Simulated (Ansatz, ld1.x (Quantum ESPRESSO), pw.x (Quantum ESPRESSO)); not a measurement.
**lithium (Li) (fcc): variants of one ultrasoft potential in the solid**

ld1.x (Quantum ESPRESSO) 7.5 input, shortened:

```
&input
   title='Li', zed=3., rel=1, dft='PBESOL', iswitch=3,
   config='[He] 2s1 2p0'
 /
 &inputp
   pseudotype=3, tm=.true., lloc=-1, rcloc=2.30,
   nlcc=.false.,
   which_augfun='PSQ', rmatch_augfun=1.20
 /
4
1S  1  0   2.00   0.00  1.20  1.35  0.0
2S  2  0   1.00   0.00  1.20  1.35  0.0
2P  2  1   0.00   0.00  3.05  4.25  0.0
2P  2  1   0.00   1.40  3.05  4.25  0.0
 &test
   configts(1)='1s2 2s1 2p0'
 /
```

Crystal test: fcc Li in pw.x 7.5, no spin, 13³ k-points, Fermi–Dirac smearing 0.01 Ry, cutoffs set for each file from its atomic test. The reference is all-electron LAPW (Ansatz 0.2.0) with the same functional, mesh and smearing; V0 and B0 come from Birch–Murnaghan fits to the pressures at five volumes. Errors are pseudo minus all-electron; Δ is the rms difference of the E(V) curves that follow from these fits, minima aligned, over ±6 % about the mean V0. Mesh and smearing are coarse, so the numbers serve the comparison and aren't converged zero-temperature values; the lattice is a test structure that the element need not adopt.

All-electron: a0 = 4.327 Å (V0 = 20.25 Å³/atom), B0 = 13.5 GPa.

Base: The largest radius (4.25 bohr) exceeds half the bond length (2.89 bohr), so the spheres overlap, which is one possible source of error among others. This is a poor potential for the solid. Atomic configuration tests: test run stopped at test 2 of 4 (negative rho), 1 before it not solved.

2 further variants are left out: they gave no file fit for a test, a broken result, the same result as the base, or pressures whose basis-set error rivals the error shown.

A dash in a converged row means that the minimum lies outside the volumes sampled.

```csv
change,cutoffs (Ry),pw.x,a0 (Å),a0 error (%),B0 error (%),Δ (meV/atom),mean pressure error (GPa)
base,60/480,converged,4.300,-0.62,+16.0,1.2,-0.28
"all radii scaled by about 1.10 (s 1.48, p 4.66 bohr, rcut 1.32/3.34); local potential all-electron potential smoothed inside 2.52 bohr (lloc = -1); augmentation PSQ, radius 1.32 bohr",55/440,converged,4.322,-0.11,+25.7,0.4,-0.05
"all radii scaled by about 1.38 (s 1.86, p 5.86 bohr, rcut 1.66/4.20); local potential all-electron potential smoothed inside 3.16 bohr (lloc = -1); augmentation PSQ, radius 1.66 bohr",45/360,converged,–,–,–,–,+6.81
```

Task: Give the row for: all radii scaled by about 0.95 (s 1.28, p 4.02 bohr, rcut 1.14/2.88); local potential all-electron potential smoothed inside 2.18 bohr (lloc = -1); augmentation PSQ, radius 1.14 bohr.

Result: pw.x: converged; mean pressure error (GPa): -0.10; a0 (Å): 4.315; a0 error (%): -0.27; B0 error (%): +4.8; Δ (meV/atom): 0.4.
